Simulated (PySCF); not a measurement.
From results back to the method.

CH3O3S (charge -1).
SMILES: `CS(=O)(=O)[O-]`

The closed-shell ground state was solved 7 times with PySCF (density fitting, gas phase), always in the pcSseg-2 basis (229 functions), with these functionals: B3LYP, B97-2, BP86, CAM-B3LYP, HF, OPBE and wB97X-D. Isolated species at its PBE0-D3(BJ)/def2-SVP geometry, gas phase. No diffuse functions stand in pcSseg-2, which bears on an anion's orbital energies.

| row | total energy (Eh) | HOMO (eV) | LUMO (eV) |
| --- | --- | --- | --- |
| P | -663.9076 | -1.88 | 4.56 |
| Q | -663.8261 | -0.44 | 3.99 |
| R | -663.9991 | -1.94 | 4.21 |
| S | -663.8894 | -4.11 | 6.16 |
| T | -661.8828 | -6.38 | 6.41 |
| U | -663.9053 | -3.68 | 5.11 |
| V | -664.0383 | -0.69 | 4.05 |

**Question.** Which functional belongs to which row?

**Answer.** P = B97-2, Q = OPBE, R = B3LYP, S = wB97X-D, T = HF, U = CAM-B3LYP, V = BP86. By rising HOMO–LUMO gap: OPBE (GGA) 4.43 eV; BP86 (GGA) 4.74 eV; B3LYP (global hybrid, 20 % exact exchange) 6.15 eV; B97-2 (global hybrid, 21 % exact exchange) 6.44 eV; CAM-B3LYP (range-separated hybrid) 8.79 eV; wB97X-D (range-separated hybrid) 10.27 eV; HF (all exact exchange) 12.79 eV. Total energies of different functionals aren't bounds to one another; each is stationary for its own functional.

wB97X-D is run here without its empirical dispersion term; that term would change no orbital, density or response property at a fixed geometry.
